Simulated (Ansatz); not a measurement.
How the bulk modulus of Sb2S3 (Pnma, No. 62) moves with the method

No measured value is used here.

| level (code) | value (GPa) | cell (Å³/atom) |
|---|---|---|
| LDA (Ansatz) | 34.6 | 22.71 |
| PBE (Ansatz) | (withheld) | 26.54 |
| PBEsol (Ansatz) | 26.0 | 23.62 |

### Question
Complete the blanks.

### Answer

- PBE (Ansatz, an electronic-structure program), value (GPa): 11.0

LDA, PBE, PBEsol: the relaxation could not lower the start's symmetry, so the cell can be a saddle point above a distorted one. Each level is taken at its own relaxed cell. Ansatz's density-functional and Hartree–Fock values are scalar-relativistic unless marked +SOC, with PAW data made under PBE.
